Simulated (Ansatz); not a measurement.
**CH₆B₂: basis-set convergence**

Aim: see how fast density functionals converge with the basis set for CH₆B₂.

The runs use Ansatz 0.2.0, Gaussian basis; one geometry, several basis sets.

The runs, in order: PBE0-D4/def2-SVP; ωB97M-V/def2-SVP; PBE0-D4/def2-QZVPP; ωB97M-V/def2-QZVPP; the functionals' def2-TZVPP values are taken from earlier runs.

1 further run of the same task is left out (it didn't finish).

### 1 Structure used throughout

An earlier PBE0-D4 in a triple-zeta def2 set relaxation fixed the geometry.

SMILES `BCB`, 9 atoms, charge 0, spin multiplicity 1.

Atoms are counted from 1 here; the program's logs count them from 0.

Bond lengths: B1–C2 1.550 Å, B1–H4 1.197 Å, B1–H5 1.197 Å, C2–B3 1.551 Å, C2–H6 1.089 Å, C2–H7 1.106 Å, B3–H8 1.197 Å, B3–H9 1.197 Å. Angles: C2–B1–H4 119.8°, C2–B1–H5 121.3°, H4–B1–H5 118.9°, B1–C2–B3 108.9°, B1–C2–H6 115.1°, B1–C2–H7 102.4°, B3–C2–H6 115.0°, B3–C2–H7 102.2°, H6–C2–H7 111.8°, C2–B3–H8 121.3°, C2–B3–H9 119.8°, H8–B3–H9 118.9°.

### 2 PBE0-D4 in def2-SVP

Input file in.yaml:

```yaml
crystal:
  periodic: [false, false, false]
  atoms:
    - {symbol: B, position_ang: [-0.460925, 0.613151, -1.033307]}
    - {symbol: C, position_ang: [0.627840, -0.011744, -0.123423]}
    - {symbol: B, position_ang: [-0.041435, -0.532687, 1.174864]}
    - {symbol: H, position_ang: [-1.361928, -0.065615, -1.434204]}
    - {symbol: H, position_ang: [-0.430355, 1.770806, -1.335891]}
    - {symbol: H, position_ang: [1.510709, 0.606244, 0.030521]}
    - {symbol: H, position_ang: [0.871653, -0.950834, -0.654106]}
    - {symbol: H, position_ang: [0.258467, -0.096402, 2.248322]}
    - {symbol: H, position_ang: [-0.885523, -1.379218, 1.110123]}
basis:
  gaussian: {orbitals: def2-SVP}
hamiltonian: {xc: pbe0, dispersion: d4}
output: {orbitals: {seedname: orbitals}}
```

Command:

```bash
$ ansatz run in.yaml --threads 2 --pin off --events-out ev --progress --plain --max-ram 4352MiB
```

Further steps of the session: ωB97M-V in def2-SVP; PBE0-D4 in def2-QZVPP; ωB97M-V in def2-QZVPP.

**Question.** What will the summary of the whole plan be? Wanted: PBE0-D4: double and triple zeta above quadruple; ωB97M-V: double and triple zeta above quadruple.

**Answer**, as computed:

| quantity | value |
| --- | --- |
| PBE0-D4: double and triple zeta above quadruple | 2.86, 0.16 eV |
| ωB97M-V: double and triple zeta above quadruple | 3.10, 0.15 eV |

PBE0-D4 gains 2.70 eV from double to triple zeta, then 0.16 eV more. Total energies overstate the basis error of differences, where much of it tends to cancel.
